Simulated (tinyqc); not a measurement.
Worked calculation: G0W0 on RHF in the sto-6g basis, for H2O, spin multiplicity 1. One step of it, computed by the program tinyqc.

Problem. Integrals over molecular orbitals. (pq|rs) = sum C_ip C_jq C_kr C_ls (ij|kl), one index at a time.

coefficients C:
```
              MO1        MO2        MO3        MO4       MO5        MO6        MO7
1O 1s    0.996844  -0.228085   0.000000   0.082437  0.000000   0.104479   0.000000
1O 2s    0.014277   0.891661   0.000000  -0.455261  0.000000  -0.673894   0.000000
1O 2px   0.000000   0.000000   0.000000   0.000000  1.000000   0.000000   0.000000
1O 2py   0.000000   0.000000   0.597014   0.000000  0.000000   0.000000   0.933861
1O 2pz   0.002241   0.078686   0.000000   0.772101  0.000000  -0.697703   0.000000
2H 1s   -0.002806   0.140301   0.449612   0.324233  0.000000   0.716414  -0.723466
3H 1s   -0.002806   0.140301  -0.449612   0.324233  0.000000   0.716414   0.723466
```

core Hamiltonian H = T + V (hartree):
```
             1O 1s      1O 2s     1O 2px     1O 2py     1O 2pz      2H 1s      3H 1s
1O 1s   -32.886539  -7.268146   0.000000   0.000000  -0.013594  -1.240915  -1.240915
1O 2s    -7.268146  -9.108105   0.000000   0.000000  -0.157327  -2.863019  -2.863019
1O 2px    0.000000   0.000000  -7.359843   0.000000   0.000000   0.000000   0.000000
1O 2py    0.000000   0.000000   0.000000  -7.482807   0.000000  -1.747109   1.747109
1O 2pz   -0.013594  -0.157327   0.000000   0.000000  -7.414376  -1.202450  -1.202450
2H 1s    -1.240915  -2.863019   0.000000  -1.747109  -1.202450  -4.502975  -0.918315
3H 1s    -1.240915  -2.863019   0.000000   1.747109  -1.202450  -0.918315  -4.502975
```

Two-electron integrals (ij|kl) in chemists' order, unique and non-zero (hartree):
```
(11|11) 4.787491    (21|11) 0.675884    (21|21) 0.121505    (22|11) 1.117379
(22|21) 0.249212    (22|22) 0.817383    (31|31) 0.025762    (32|31) 0.039145
(32|32) 0.180664    (33|11) 1.117381    (33|21) 0.249212    (33|22) 0.817382
(33|33) 0.880663    (41|41) 0.025762    (42|41) 0.039145    (42|42) 0.180664
(43|43) 0.047461    (44|11) 1.117381    (44|21) 0.249212    (44|22) 0.817382
(44|33) 0.785741    (44|44) 0.880663    (51|51) 0.025762    (52|51) 0.039145
(52|52) 0.180664    (53|53) 0.047461    (54|54) 0.047461    (55|11) 1.117381
(55|21) 0.249212    (55|22) 0.817382    (55|33) 0.785741    (55|44) 0.785741
(55|55) 0.880663    (61|11) 0.122044    (61|21) 0.021038    (61|22) 0.042238
(61|33) 0.042148    (61|41) 0.000859    (61|42) 0.001682    (61|44) 0.042335
(61|51) 0.000572    (61|52) 0.001120    (61|54) 0.000125    (61|55) 0.042231
(61|61) 0.003713    (62|11) 0.309506    (62|21) 0.070059    (62|22) 0.256042
(62|33) 0.251705    (62|41) 0.004684    (62|42) 0.035221    (62|44) 0.260718
(62|51) 0.003120    (62|52) 0.023455    (62|54) 0.006002    (62|55) 0.255702
(62|61) 0.012209    (62|62) 0.101728    (63|31) 0.007613    (63|32) 0.043418
(63|43) 0.007192    (63|53) 0.004789    (63|63) 0.014026    (64|11) 0.191144
(64|21) 0.043864    (64|22) 0.170940    (64|33) 0.163355    (64|41) 0.010146
(64|42) 0.065356    (64|44) 0.183538    (64|51) 0.001687    (64|52) 0.014610
(64|54) 0.008652    (64|55) 0.165927    (64|61) 0.007976    (64|62) 0.082551
(64|64) 0.080215    (65|11) 0.127291    (65|21) 0.029211    (65|22) 0.113836
(65|33) 0.108785    (65|41) 0.001687    (65|42) 0.014610    (65|44) 0.112647
(65|51) 0.008736    (65|52) 0.053147    (65|54) 0.009764    (65|55) 0.120076
(65|61) 0.005311    (65|62) 0.054974    (65|64) 0.044078    (65|65) 0.043379
(66|11) 0.467784    (66|21) 0.107854    (66|22) 0.452086    (66|33) 0.434507
(66|41) 0.008940    (66|42) 0.093111    (66|44) 0.471041    (66|51) 0.005954
(66|52) 0.062007    (66|54) 0.024329    (66|55) 0.450709    (66|61) 0.018963
(66|62) 0.232713    (66|64) 0.215277    (66|65) 0.143362    (66|66) 0.774999
(71|11) 0.122044    (71|21) 0.021038    (71|22) 0.042238    (71|33) 0.042148
(71|41) -0.000859   (71|42) -0.001682   (71|44) 0.042335    (71|51) 0.000572
(71|52) 0.001120    (71|54) -0.000125   (71|55) 0.042231    (71|61) 0.003651
(71|62) 0.011752    (71|64) 0.007030    (71|65) 0.005117    (71|66) 0.018038
(71|71) 0.003713    (72|11) 0.309506    (72|21) 0.070059    (72|22) 0.256042
(72|33) 0.251705    (72|41) -0.004684   (72|42) -0.035221   (72|44) 0.260718
(72|51) 0.003120    (72|52) 0.023455    (72|54) -0.006002   (72|55) 0.255702
(72|61) 0.011752    (72|62) 0.079482    (72|64) 0.045056    (72|65) 0.041682
(72|66) 0.145047    (72|71) 0.012209    (72|72) 0.101728    (73|31) 0.007613
(73|32) 0.043418    (73|43) -0.007192   (73|53) 0.004789    (73|63) 0.010512
(73|73) 0.014026    (74|11) -0.191144   (74|21) -0.043864   (74|22) -0.170940
(74|33) -0.163355   (74|41) 0.010146    (74|42) 0.065356    (74|44) -0.183538
(74|51) -0.001687   (74|52) -0.014610   (74|54) 0.008652    (74|55) -0.165927
(74|61) -0.007030   (74|62) -0.045056   (74|64) -0.015692   (74|65) -0.023160
(74|66) -0.075353   (74|71) -0.007976   (74|72) -0.082551   (74|74) 0.080215
(75|11) 0.127291    (75|21) 0.029211    (75|22) 0.113836    (75|33) 0.108785
(75|41) -0.001687   (75|42) -0.014610   (75|44) 0.112647    (75|51) 0.008736
(75|52) 0.053147    (75|54) -0.009764   (75|55) 0.120076    (75|61) 0.005117
(75|62) 0.041682    (75|64) 0.023160    (75|65) 0.031996    (75|66) 0.082633
(75|71) 0.005311    (75|72) 0.054974    (75|74) -0.044078   (75|75) 0.043379
(76|11) 0.091361    (76|21) 0.020874    (76|22) 0.082278    (76|33) 0.080543
(76|44) 0.082305    (76|51) 0.001490    (76|52) 0.013140    (76|55) 0.083986
(76|61) 0.003588    (76|62) 0.031801    (76|64) 0.022472    (76|65) 0.019350
(76|66) 0.074443    (76|71) 0.003588    (76|72) 0.031801    (76|74) -0.022472
(76|75) 0.019350    (76|76) 0.012353    (77|11) 0.467784    (77|21) 0.107854
(77|22) 0.452086    (77|33) 0.434507    (77|41) -0.008940   (77|42) -0.093111
(77|44) 0.471041    (77|51) 0.005954    (77|52) 0.062007    (77|54) -0.024329
(77|55) 0.450709    (77|61) 0.018038    (77|62) 0.145047    (77|64) 0.075353
(77|65) 0.082633    (77|66) 0.285230    (77|71) 0.018963    (77|72) 0.232713
(77|74) -0.215277   (77|75) 0.143362    (77|76) 0.074443    (77|77) 0.774999
```

Give: one-electron integrals over orbitals h = C^T H C; Two-electron integrals over orbitals.

Solution.

one-electron integrals over orbitals h = C^T H C (hartree):
```
          1        2        3        4        5        6        7
1  -32.8739   0.5801   0.0000  -0.2003   0.0000  -0.2708   0.0000
2    0.5801  -7.6039   0.0000   0.5260   0.0000   1.2361   0.0000
3    0.0000   0.0000  -5.9922   0.0000   0.0000   0.0000  -1.7978
4   -0.2003   0.5260   0.0000  -6.6630   0.0000   1.2808   0.0000
5    0.0000   0.0000   0.0000   0.0000  -7.3598   0.0000   0.0000
6   -0.2708   1.2361   0.0000   1.2808   0.0000  -5.2304   0.0000
7    0.0000   0.0000  -1.7978   0.0000   0.0000   0.0000  -5.5567
```

Two-electron integrals over orbitals (pq|rs), unique and non-zero (hartree):
```
(11|11) 4.7633      (21|11) -0.4401     (21|21) 0.0656      (22|11) 1.0359
(22|21) -0.0165     (22|22) 0.7254      (31|31) 0.0105      (32|31) 0.0164
(32|32) 0.1305      (33|11) 0.7556      (33|21) -0.0043     (33|22) 0.6117
(33|33) 0.5907      (41|11) 0.1627      (41|21) -0.0225     (41|22) 0.0121
(41|33) 0.0049      (41|41) 0.0256      (42|11) -0.1465     (42|21) 0.0082
(42|22) -0.0250     (42|33) 0.0036      (42|41) 0.0195      (42|42) 0.1311
(43|31) -0.0022     (43|32) 0.0290      (43|43) 0.0542      (44|11) 0.9545
(44|21) -0.0112     (44|22) 0.6704      (44|33) 0.5667      (44|41) -0.0095
(44|42) -0.0972     (44|44) 0.7182      (51|51) 0.0267      (52|51) 0.0332
(52|52) 0.1513      (53|53) 0.0261      (54|51) -0.0113     (54|52) -0.0419
(54|54) 0.0481      (55|11) 1.1171      (55|21) -0.0116     (55|22) 0.7571
(55|33) 0.5986      (55|41) 0.0040      (55|42) -0.0768     (55|44) 0.6998
(55|55) 0.8807      (61|11) 0.2125      (61|21) -0.0334     (61|22) 0.0036
(61|33) -2.90e-04   (61|41) -0.0020     (61|42) -0.0205     (61|44) 0.0153
(61|55) 0.0052      (61|61) 0.0274      (62|11) -0.2774     (62|21) 0.0072
(62|22) -0.1317     (62|33) -0.0629     (62|41) -0.0184     (62|42) -0.0323
(62|44) -0.0704     (62|55) -0.1434     (62|61) 0.0082      (62|62) 0.0939
(63|31) -0.0023     (63|32) 0.0428      (63|43) 0.0397      (63|63) 0.0814
(64|11) -0.2590     (64|21) 0.0027      (64|22) -0.1258     (64|33) -0.0458
(64|41) -0.0021     (64|42) 0.0393      (64|44) -0.1306     (64|55) -0.1445
(64|61) -3.34e-04   (64|62) 0.0633      (64|64) 0.0912      (65|51) -0.0135
(65|52) -0.0526     (65|54) -0.0053     (65|65) 0.0340      (66|11) 0.7666
(66|21) -0.0075     (66|22) 0.5842      (66|33) 0.5442      (66|41) 0.0178
(66|42) 0.0503      (66|44) 0.5379      (66|55) 0.5685      (66|61) -0.0079
(66|62) -0.0872     (66|64) -0.0491     (66|66) 0.5735      (71|31) 0.0148
(71|32) 0.0219      (71|43) -0.0032     (71|63) -0.0029     (71|71) 0.0208
(72|31) 0.0148      (72|32) 0.0561      (72|43) -0.0276     (72|63) -0.0289
(72|71) 0.0200      (72|72) 0.0691      (73|11) 0.3733      (73|21) -0.0067
(73|22) 0.1688      (73|33) 0.0890      (73|41) -3.20e-04   (73|42) -0.0725
(73|44) 0.1501      (73|55) 0.2039      (73|61) 0.0052      (73|62) -0.0705
(73|64) -0.0964     (73|66) 0.0422      (73|73) 0.1573      (74|31) -0.0078
(74|32) -0.0697     (74|43) -0.0115     (74|63) -0.0558     (74|71) -0.0109
(74|72) -0.0178     (74|74) 0.0679      (75|53) 0.0240      (75|75) 0.0256
(76|31) -0.0080     (76|32) -0.0893     (76|43) -0.0623     (76|63) -0.0734
(76|71) -0.0108     (76|72) 0.0013      (76|74) 0.0597      (76|76) 0.1176
(77|11) 0.8517      (77|21) -0.0089     (77|22) 0.6126      (77|33) 0.5822
(77|41) 0.0033      (77|42) -0.0211     (77|44) 0.5852      (77|55) 0.6143
(77|61) 0.0040      (77|62) -0.0635     (77|64) -0.0520     (77|66) 0.5469
(77|73) 0.1021      (77|77) 0.6009
```
